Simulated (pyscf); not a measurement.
This saddle point was located with ωB97X-D3(BJ)/def2-SVP in PySCF.

```xyz
7

C     -0.3321    -0.9223     0.9137
Si     0.4146     0.5700     0.5792
H      0.2436    -1.8392     1.0730
H     -1.4199    -1.0259     0.9832
H      3.1947     0.7671     0.4166
H      1.9756     0.7168     0.4803
H     -0.3401     1.8317     0.3583
```
Charge 0, spin multiplicity 2.

Surface: doublet, charge 0. Lowest wavenumbers (cm⁻¹): 1035i, 167, 243, 513, 603.

Q: Which two sides does it connect, and which bonds change?

A: `[CH2]=[SiH2]` + `[H]` [doublet] <-> `[CH2]=[SiH]` [doublet] + `[H][H]`, a hydrogen abstraction read from left to right: H–Si broken and H–H formed. At ωB97M-D3(BJ)/def2-TZVP it lies +0.22 eV from the left side and +0.73 eV from the right (each side as separated species at their lowest minima found). This is the saddle that the search found; another between the same sides may lie lower. The angle at the transferred H is 177°.
